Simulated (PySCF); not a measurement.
**Charge on either side of a bond**

Compound: C₂H₄O₂P₂.
SMILES with atom numbers: `[H]/[P:6]=[P:5]\[C:3]([O:2][CH3:1])=[O:4]` (hydrogens: H7, H8, H9 on C1; H10 on P6)

Geometry (GFN2-xTB, dihedral held, Å), atoms numbered from 1 in this order:
```
atom  x, y, z in Å
C1    -1.867    0.078    0.430
O2    -0.763    0.094   -0.468
C3     0.445   -0.006    0.062
O4     0.691   -0.109    1.237
P5     1.662    0.044   -1.339
P6     3.415   -0.123   -0.329
H7    -1.880   -0.858    0.991
H8    -1.791    0.910    1.131
H9    -2.760    0.171   -0.182
H10    2.856   -0.196    0.959
```

Atomic charges (e) from the PBE0/pcSseg-1 density (PySCF):

```tsv
atom	Mulliken	IAO	Hirshfeld	ESP-fitted
C1	-0.0439	-0.2195	-0.0294	-0.0664
O2	-0.4372	-0.3136	-0.0929	-0.4245
C3	+0.2585	+0.3347	+0.1471	+0.9021
O4	-0.3926	-0.4435	-0.2352	-0.5799
P5	+0.1589	+0.1083	+0.0267	-0.1955
P6	-0.0347	+0.0212	+0.0286	-0.0918
H7	+0.1263	+0.1573	+0.0530	+0.0945
H8	+0.1263	+0.1573	+0.0530	+0.0940
H9	+0.1363	+0.1697	+0.0612	+0.1259
H10	+0.1022	+0.0281	-0.0120	+0.1415
```

Cut each of the bonds C1–O2, O2–C3, P5–C3 and P6–P5 in turn and sum the charges on the side of the atom named first.

In e; the other side holds the opposite charge:

```csv
bond cut,piece,atoms,Mulliken,IAO,Hirshfeld,ESP-fitted
C1–O2,CH3,4,+0.345,+0.265,+0.138,+0.248
O2–C3,CH3O,5,-0.092,-0.049,+0.045,-0.176
P5–C3,P2H,3,+0.226,+0.158,+0.043,-0.146
P6–P5,PH,2,+0.068,+0.049,+0.017,+0.050
```

Extremes among these pieces. Mulliken: lowest CH3O at O2, highest CH3 at C1; IAO: lowest CH3O at O2, highest CH3 at C1; Hirshfeld: lowest PH at P6, highest CH3 at C1; ESP-fitted: lowest CH3O at O2, highest CH3 at C1.

Do the schemes agree better on the pieces than on the single atoms at the cuts?

The spread between schemes averages 0.213 e for the pieces and 0.252 e for the atoms named first; it is smaller for the piece at 2 of the 4 cuts. On average they agree better on the pieces. The sign differs between schemes (beyond ±0.03 e) for CH3O at O2 and P2H at P5.

The geometry is a constrained GFN2-xTB structure with the dihedral P5–C3–O2–C1 held at 180°, isolated molecule; it need not be a minimum.
